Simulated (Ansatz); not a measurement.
Computed with Ansatz on PBE0-D4/def2-TZVP structures; ΔE is electronic, products minus reactants. CBS: MP2 limit from def2 TZ/QZ plus the TZ coupled-cluster correction, frozen cores. This one scheme is used for every species. Functionals use def2-TZVPP. B3LYP here is the variant with VWN-RPA as its local correlation; programs differ in this. HSE06 is defined as in plane-wave codes. Triplets are unrestricted, without spin–orbit coupling. One conformer a species, not always the lowest.

Consider the formal loss of a carbene: `C=NC(C)F` → `C=NCF` + `[CH2]` (triplet).

| level | ΔE (kJ/mol) |
| --- | --- |
| r2SCAN-D4 | 434.8 |
| HSE06-D4 | 452.7 |
| ωB97X-V | 467.5 |
| ωB97M-V | 459.8 |
| B3LYP | 437.4 |
| RPA@PBE/def2-TZVPP | 438.7 |
| HF/def2-TZVPP | 309.2 |
| HF/CBS(def2) | 309.2 |

Task: What does CCSD(T)/CBS give? (An estimate is asked.)

Result: Ansatz gave: +457.5 kJ/mol. The listed levels differ from it by -22.7, -4.8, 10.0, 2.3, -20.1, -18.8, -148.3, -148.3 kJ/mol.

Largest T1 diagnostic among the species: 0.012.

Leaving LDA and LC-ωPBE aside and taking each functional with its dispersion term where it has one, the values, not all of them listed here, spread over 36.6 kJ/mol, from r2SCAN0-D4 to ωB97X-V. LDA lies +77.3 kJ/mol from PBE without D4. The D4 term adds +9.8 kJ/mol with B3LYP and +5.3 kJ/mol with PBE0; it sums over pairs of atoms, weighted by their polarisabilities, and B3LYP, whose exchange is more repulsive, gets the larger term. From r2SCAN to r2SCAN0 (25 % exact exchange), in def2-TZVPP and without D4, ΔE moves by −4.1 kJ/mol.

CCSD(T)/CBS has its own doubt, a few kJ/mol and more with outer-core shells, so smaller differences from it don't rank the levels.
